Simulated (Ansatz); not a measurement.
**Si₂H₃+ (triplet): the correlation ladder, cc-pVDZ**

How much of the correlation energy of Si₂H₃+ (triplet) does each wave-function method recover here?

Program: Ansatz 0.2.0, Gaussian basis. Level of theory: cc-pVDZ, core rule «outside noble gas», up to 10 orbitals frozen. These are calculated values, not measurements.

The runs, in order: UHF; CCSD(T) on ROHF; CCSD(T) on UHF; BCCD(T) on ROHF; CISD; CCSDT(Q) on ROHF; CCSDT(Q) on UHF; CASSCF and NEVPT2, 10 electrons in 11 orbitals.

17 further runs of the same task are left out: 1 for a known fault of the program, 7 that didn't finish, 9 set aside as unsound or not needed.

### 1 What is computed

The geometry is a PBE0/def2-TZVP stationary point (not a proven minimum) of the parent state, kept for this charge and spin.

5 atoms, charge 1, spin multiplicity 3.

Atoms are counted from 1 here; the program's logs count them from 0.

Bond lengths: Si1–Si2 2.282 Å, Si1–H3 1.492 Å, Si1–H4 1.491 Å, Si2–H5 1.528 Å. Angles: Si2–Si1–H3 129.4°, Si2–Si1–H4 123.7°, H3–Si1–H4 106.9°, Si1–Si2–H5 86.8°.

### 2 UHF

in.yaml reads:

```yaml
crystal:
  periodic: [false, false, false]
  atoms:
    - {symbol: Si, position_ang: [0.000000, 0.023519, 1.089742]}
    - {symbol: Si, position_ang: [0.000000, -0.076896, -1.189690]}
    - {symbol: H, position_ang: [0.000000, 1.216633, 1.985750]}
    - {symbol: H, position_ang: [0.000000, -1.180037, 1.969732]}
    - {symbol: H, position_ang: [0.000000, 1.450716, -1.170505]}
basis:
  gaussian: {orbitals: cc-pVDZ}
total_charge: 1
magnetization: {spin_polarized: true, initial_magnetization: 2}
hamiltonian: {xc: hf}
output: {orbitals: {seedname: orbitals}}
```

The run is started by

```sh
> ansatz run in.yaml --threads 1 --pin off --events-out ev --progress --plain --max-ram 2393MiB
```

Further steps of the session: CCSD(T) on ROHF; CCSD(T) on UHF; BCCD(T) on ROHF; CISD; CCSDT(Q) on ROHF; CCSDT(Q) on UHF; CASSCF and NEVPT2, 10 electrons in 11 orbitals.

Q: Predict the results of all the runs planned. Wanted: UCCSDT(Q) below the RHF energy; RMP2 from UCCSDT(Q); UMP2 from UCCSDT(Q); RCCSD from UCCSDT(Q); RCCSD(T) from UCCSDT(Q); UCCSD(T) from UCCSDT(Q); RCCSDT(Q) from UCCSDT(Q); NEVPT2 valence from UCCSDT(Q); T1 diagnostic.

The runs gave:

```
                         quantity                      value
   UCCSDT(Q) below the RHF energy                 -5.2660 eV
              RMP2 from UCCSDT(Q)            +29.57 kcal/mol
              UMP2 from UCCSDT(Q)            +29.57 kcal/mol
             RCCSD from UCCSDT(Q)             +5.00 kcal/mol
          RCCSD(T) from UCCSDT(Q)             +1.26 kcal/mol
          UCCSD(T) from UCCSDT(Q)             +1.25 kcal/mol
         RCCSDT(Q) from UCCSDT(Q)             +0.02 kcal/mol
    NEVPT2 valence from UCCSDT(Q)            +21.70 kcal/mol
levels within 1 kcal/mol (43 meV)  RCCSDT, UCCSDT, RCCSDT(Q)
                    T1 diagnostic                      0.031
   effectively unpaired electrons                       2.03
```

RCCSD(T) lands +1.26 kcal/mol from the yardstick (1.0 % of the correlation energy). One determinant dominates. These misses are within one basis, not against nature; the frozen cores of restricted and unrestricted runs differ, which can shift their rows.
